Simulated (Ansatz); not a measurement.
```yaml
crystal:
  periodic: [false, false, false]
  atoms:
    - {symbol: C, position_ang: [-0.911942, -0.318678, 1.381705]}
    - {symbol: C, position_ang: [-0.796816, -0.169603, 0.348013]}
    - {symbol: O, position_ang: [0.150221, 0.001540, 0.162524]}
    - {symbol: C, position_ang: [0.324875, 0.148324, -0.673370]}
    - {symbol: C, position_ang: [1.357427, 0.375234, -0.883480]}
    - {symbol: F, position_ang: [1.336331, 0.546502, -1.813344]}
    - {symbol: H, position_ang: [-1.407595, -0.528571, 1.544312]}
    - {symbol: H, position_ang: [-0.601246, 0.208577, 1.783183]}
    - {symbol: H, position_ang: [-0.482238, -0.963027, 1.375364]}
    - {symbol: H, position_ang: [-0.871642, -0.698180, -0.058114]}
    - {symbol: H, position_ang: [-1.236466, 0.336473, 0.103261]}
    - {symbol: H, position_ang: [0.117761, -0.435940, -1.218326]}
    - {symbol: H, position_ang: [-0.083046, 0.664044, -1.040263]}
    - {symbol: H, position_ang: [1.331052, 0.850268, -0.474704]}
    - {symbol: H, position_ang: [1.773886, -0.191189, -0.557538]}
basis:
  gaussian: {orbitals: 6-31G}
hamiltonian: {xc: {name: B97M-V}}
```

```sh
$ ansatz run in.yaml --threads 8 --pin off --events-out ev --progress --plain --max-ram 18278MiB
```

It prints (some lines left out):

```
Functional definition: B97M-V
947 factors; integrals over basis functions are off by at most 1.9e-4 eV
mean field evaluation 1: about -8907.0777 eV, gradient 1.1e2 eV
mean field evaluation 2: about -8895.8466 eV, gradient 1.3e2 eV
mean field evaluation 4: about -8930.9202 eV, gradient 6.1e0 eV
mean field evaluation 8: about -8930.9122 eV, gradient 4.8e-2 eV
mean field -8930.91223139 eV, -328.2049709140 hartree, gradient 1.1e-5 eV, S^2 0.000000; 0 other end points of the search recorded, 0 dependent functions left out
reference -8930.91226334 eV, -328.2049720879 hartree; 25, 25 occupied and 47, 47 virtual orbitals, 947 factors
Total energy: -8930.91226334 eV, -328.2049720879 hartree
```

Problem. Something in this input is off. What?

Solution. The geometry is squeezed to about two thirds of its size. The run converged. The result belongs to that input, not to the molecule as meant.
